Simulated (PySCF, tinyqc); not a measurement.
Worked calculation: harmonic frequencies on the RHF/sto-6g surface (energies and gradients from PySCF), for BH, spin multiplicity 1. The lowest restricted solution is unstable here: a spin-polarised one lies 0.0128 hartree lower (PySCF). One step of it, computed by the program tinyqc.

Problem. One row of the Hessian: 1Bz. Displace 1Bz by +/-0.005 bohr; H(k, :) = (g(+) - g(-)) / (2 delta).

optimised positions (bohr):
```
           x         y         z
1B  0.000000  0.000000  0.181147
2H  0.000000  0.000000  2.456911
```

gradient at +delta (hartree/bohr):
```
             x           y            z
1B  0.00000000  0.00000000   0.00152785
2H  0.00000000  0.00000000  -0.00152785
```

gradient at -delta (hartree/bohr):
```
             x           y            z
1B  0.00000000  0.00000000  -0.00150914
2H  0.00000000  0.00000000   0.00150914
```

Give: row of the Hessian.

Solution.

row of the Hessian (hartree/bohr^2): 1Bx 0.000000, 1By 0.000000, 1Bz 0.303700, 2Hx 0.000000, 2Hy 0.000000, 2Hz -0.303700
